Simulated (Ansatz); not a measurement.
# CH₂Al+ (triplet): from Hartree-Fock to the top rungs, cc-pVTZ

An exercise on one series of results from a longer session: the logs are not shown, and one member is left open.

The runs use Ansatz 0.2.0, Gaussian basis; cc-pVTZ, core rule «outside noble gas», up to 6 orbitals frozen.

The runs, in order: UHF; CCSD(T) on ROHF; CCSD(T) on UHF; BCCD(T) on ROHF; CCSDT(Q) on ROHF; CCSDT(Q) on UHF; CASSCF and MRCISD+Q, 8 electrons in 10 orbitals; CASSCF and MRCISD+Q(relaxed), 8 electrons in 10 orbitals; CASSCF and NEVPT2, 8 electrons in 10 orbitals.

7 further runs of the same task are left out: 2 for a known fault of the program, 5 set aside as unsound or not needed.

### The system

The geometry is a PBE0/def2-TZVP stationary point (not a proven minimum) of the parent state, kept for this charge and spin.

4 atoms, charge 1, spin multiplicity 3.

Atoms are counted from 1 here; the program's logs count them from 0.

Bond lengths: Al1–C2 1.836 Å, Al1–H3 1.585 Å, C2–H4 1.088 Å. Angles: C2–Al1–H3 133.0°, Al1–C2–H4 142.5°.

The first run:

Contents of in.yaml:

```yaml
crystal:
  periodic: [false, false, false]
  atoms:
    - {symbol: Al, position_ang: [0.000000, -0.107766, 0.567543]}
    - {symbol: C, position_ang: [0.000000, 0.196499, -1.243154]}
    - {symbol: H, position_ang: [0.000000, 0.856616, 1.824835]}
    - {symbol: H, position_ang: [0.000000, -0.313339, -2.203862]}
basis:
  gaussian: {orbitals: cc-pVTZ}
total_charge: 1
magnetization: {spin_polarized: true, initial_magnetization: 2}
hamiltonian: {xc: hf}
output: {orbitals: {seedname: orbitals}}
```

Launch:

```console
$ ansatz run in.yaml --threads 1 --pin off --events-out ev --progress --plain --max-ram 2816MiB --backend cpu
```

Among the steps run: UHF; CCSD(T) on ROHF; CCSD(T) on UHF; BCCD(T) on ROHF; CCSDT(Q) on ROHF; CCSDT(Q) on UHF; CASSCF and MRCISD+Q, 8 electrons in 10 orbitals; CASSCF and MRCISD+Q(relaxed), 8 electrons in 10 orbitals; CASSCF and NEVPT2, 8 electrons in 10 orbitals.

One table of the session follows, with a row left open; its other results are not shown here.

| method | from UCCSDT(Q) (meV) |
| --- | --- |
| ROHF | +5388.5 |
| UHF | +5230.4 |
| RMP2 | +934.8 |
| UMP2 | ? |
| RCCSD | +194.8 |
| UCCSD | +190.3 |
| RCCSD(T) | +34.2 |
| UCCSD(T) | +33.6 |
| BCCD(T) | +34.2 |
| RCCSDT | +8.2 |
| UCCSDT | +6.8 |
| RCCSDT(Q) | +1.6 |
| UCCSDT(Q) | 0 |
| CASSCF valence | +3105.8 |
| NEVPT2 valence | +749.4 |
| MRCISD valence | +160.1 |
| MRCISD+Q valence | +24.0 |
| MRCISD+Q(relaxed) valence | -6.8 |

**Question.** Estimate the row for UMP2.

The run gave: from UCCSDT(Q) (meV): +951.9. In the column «from UCCSDT(Q) (meV)» it lies between RMP2 (+934.8) and CASSCF valence (+3105.8).

To keep in mind: Restricted and unrestricted rows rest on different reference determinants; where their highest levels disagree by more than a few hundredths of an eV, they describe different states and don't form one ladder.
